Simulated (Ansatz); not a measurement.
**PH3 (phosphine): HF/def2-mTZVP**

We compute molecular dynamics of PH3 (phosphine). 

Program for the calculation: Ansatz 0.2.0.

## Step 1: The system as given

The species is PH3 (4 atoms), meant as a singlet with charge 0. As SMILES, `P`. The shape is that of a PBE0-D4/def2-TZVP optimisation. The run starts from this shape.

Bond lengths: P1–H2 1.420 Å, P1–H3 1.420 Å, P1–H4 1.420 Å. Angles: H2–P1–H3 93.1°, H2–P1–H4 93.1°, H3–P1–H4 93.1°.

## Step 2: A short trajectory at HF/def2-mTZVP

Input file input.yaml:

```yaml
crystal:
  periodic: [false, false, false]
  atoms:
    - {symbol: P, position_ang: [0.346000, -0.326500, -0.332800]}
    - {symbol: H, position_ang: [0.630900, -0.034000, 1.027000]}
    - {symbol: H, position_ang: [-1.005500, -0.663000, -0.057200]}
    - {symbol: H, position_ang: [0.028700, 1.023500, -0.636900]}
basis:
  gaussian: {orbitals: def2-mTZVP}
hamiltonian: {xc: hf}
md:
  timestep: 1 fs
  n_steps: 20
  ensemble: nve
  temperature: 700
  initial_velocities: maxwell_boltzmann
  seed: 654
```

Started as:

```
$ ansatz run input.yaml --threads 1 --pin off --max-ram 2610MiB --events-out events.jsonl --progress --plain --runs-dir runs
```

Log:

```text
Warning: RAYON_NUM_THREADS=1 ignored (pool sized by the plan → 1); use --threads N
[... 141 lines left out ...]
Total energy: -9318.95428970 eV, -342.4652535324 hartree
[... 4 lines left out ...]
Dipole moment:    -0.113192     0.125147     0.110491 e Å
```

Wall time 3 s (1 thread of Arm Neoverse V1, shared host).

Step by step:

```csv
step,potential energy change (eV),largest force (eV/Å),temperature (K)
0,0.0000,0.8924,700
1,0.0408,1.5258,550
2,0.1058,2.0287,309
3,0.1578,2.2752,113
4,0.1712,2.2625,63
5,0.1413,1.9817,173
6,0.0892,1.4441,365
7,0.0531,0.9133,496
8,0.0641,1.3919,455
9,0.1099,2.3688,293
10,0.1307,2.8533,223
11,0.0876,2.4666,380
12,0.0191,1.4326,628
13,-0.0110,0.3536,741
14,0.0171,1.0358,640
15,0.0788,1.7122,411
16,0.1358,2.2496,198
17,0.1582,2.4654,113
18,0.1374,2.3162,189
19,0.0916,1.8153,356
20,0.0602,1.2517,468
```

## Step 3: What came out

Level: HF/def2-mTZVP.

| quantity | value |
| --- | --- |
| potential energy of the last frame | -342.46525 Eh |

In words: The run spans only 20 fs, so it is not equilibrated: the temperature averages 395 K over its second half, against 700 K at the start, as kinetic energy flows into the vibrations of a start near a minimum.
